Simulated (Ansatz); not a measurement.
The same path of AlFH2 + H3P (8 atoms, charge 0, multiplicity 1) was run 3 times with different band settings. Lost on the way: P5–H8. Made: Al1–P5, F2–H8.

Computed with RKS PBE/def2-SVPD in Ansatz 0.2.0.

Relaxed end points:

```xyz
8
Properties=species:S:1:pos:R:3
Al 0.000 -0.046 -0.029
F -0.084 0.525 1.580
H 1.445 -0.122 -0.689
H -1.384 -0.139 -0.813
P 0.134 -3.071 1.078
H -0.602 -2.269 0.111
H 1.422 -2.599 0.639
H 0.027 -2.079 2.116
```

```xyz
8
Properties=species:S:1:pos:R:3
Al 0.105 -0.368 -0.164
F -0.120 0.077 1.894
H 1.500 0.330 -0.492
H -1.309 0.084 -0.744
P 0.203 -2.534 0.849
H -0.767 -3.340 0.178
H 1.400 -3.151 0.374
H -0.053 -0.897 2.097
```

Common settings: spring 5.0 eV/Å²; optimiser quadratic models (default); start path through a guess of the saddle point; iteration limit 60; end points relaxed.

| run | movable images | climbing image | force threshold |
| --- | --- | --- | --- |
| 1 | 7 | yes | 0.05 eV/Å |
| 2 | 4 | no | 0.05 eV/Å |
| 3 | 7 | yes | 0.2 eV/Å |

Task: What does each run give, and how far can it be trusted?

Result: Run 1: converged after 16 iterations, highest image 0.990 eV above the first end. A vibrational analysis at the climbing image gives one clearly imaginary mode, 536i cm⁻¹: a first-order saddle point.
Run 2: converged after 12 iterations, highest image 0.937 eV above the first end. No image climbed, so the highest image needn't sit at the top of the path.
Run 3: converged after 10 iterations, highest image 0.994 eV above the first end. The threshold of 0.2 eV/Å is loose, so the images may lie well off the minimum-energy path. The order of the point at the top wasn't checked.
The orbitals stay closed-shell, which can raise the energy where a bond breaks towards radicals; this wasn't checked here.
